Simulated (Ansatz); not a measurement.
`O=C=NP` and `O=C=NCF` differ in one atom or group.

Ansatz, PBE0-D4/def2-TZVP geometries, multiplicity 1. Each molecule was computed in one conformer, which needn't be the lowest.

| property | `O=C=NP` |
| --- | --- |
| HOMO energy (PBE0/def2-TZVPP) / eV | -7.52 |
| size of the dipole moment (ωB97M-V/def2-TZVPP) / D | 2.15 |
| HOMO–LUMO gap (PBE0/def2-TZVPP) / eV | 7.09 |
| HOMO energy (PBE/def2-TZVPP) / eV | -6.34 |
| zero-point energy (PBE0-D4/def2-TZVP) / kJ/mol | 82.2 |
| HOMO–LUMO gap (PBE/def2-TZVPP) / eV | 4.94 |

(1) What does the change do to each property? (An estimate is asked.)

Results:

(1) The calculation gave: 
```csv
property,`O=C=NCF`,shift
HOMO energy (PBE0/def2-TZVPP) / eV,-8.46,-0.94
size of the dipole moment (ωB97M-V/def2-TZVPP) / D,2.33,0.18
HOMO–LUMO gap (PBE0/def2-TZVPP) / eV,8.56,1.47
HOMO energy (PBE/def2-TZVPP) / eV,-7.03,-0.69
zero-point energy (PBE0-D4/def2-TZVP) / kJ/mol,116.1,33.9
HOMO–LUMO gap (PBE/def2-TZVPP) / eV,6.02,1.08
```

With PBE0 the HOMO falls by 0.94 eV and the LUMO rises by 0.53 eV, so the gap widens by about 1.47 eV. PBE moves the HOMO by -0.69 eV and ωB97M-V by -1.06 eV. The zero-point energy changes by 33.9 kJ/mol with +3 modes. Dipoles are sizes alone; their direction can turn.
